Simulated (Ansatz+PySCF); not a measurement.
doublet H₃O₂ in separate pieces: levels of theory in one basis

```yaml
atoms:
  - { symbol: O, position_ang: [0.0000, 0.0000, -0.1197] }
  - { symbol: H, position_ang: [0.0000, 0.7542, 0.4787] }
  - { symbol: H, position_ang: [0.0000, -0.7542, 0.4787] }
  - { symbol: O, position_ang: [10.0000, 0.0000, -0.1085] }
  - { symbol: H, position_ang: [10.0000, 0.0000, 0.8679] }
```

Basis set: cc-pVDZ (spherical functions). Left uncorrelated: 2 orbitals. Correlation on ROHF uses semicanonical orbitals with singles. Charge 0, multiplicity 2.

Computed with Ansatz (development build ahead of 0.2.0); each method stands on the lowest determinant of its kind that the runs found. NEVPT2 correlates all electrons. Active spaces start from the frontier orbitals, and the lowest solution found is given.

```
        method  E − E(ROHF) (eV)  <S²> of the determinant
          ROHF              0.00                     0.75
           UHF             -0.10                     0.75
      ROHF-MP2             -9.67                        –
       UHF-MP2             -9.67                     0.75
     ROHF-CCSD            -10.33                        –
      UHF-CCSD            -10.33                     0.75
  ROHF-CCSD(T)            -10.46                        –
   UHF-CCSD(T)            -10.46                     0.75
   CASSCF(3,3)             -0.57                        –
   CASSCF(3,2)              0.00                        –
SC-NEVPT2(3,2)             -9.73                        –
```

Task: What does SC-NEVPT2(3,3) give on the same scale?

Result: -9.82 eV. NEVPT2 here correlates all electrons, so it doesn't share the others' frozen core.

Task: Is a single determinant a sound starting point here?

Result: By this sign, yes. Unrestricted orbitals gain 0.10 eV and <S²> is 0.75 against 0.75 for a pure state. The CASSCF(3,3) natural occupations are 1.98, 1.00, 0.02. The CASSCF(3,2) natural occupations are 2.00, 1.00.

Caution for CASSCF(3,3): other starts end on other solutions of this active space.
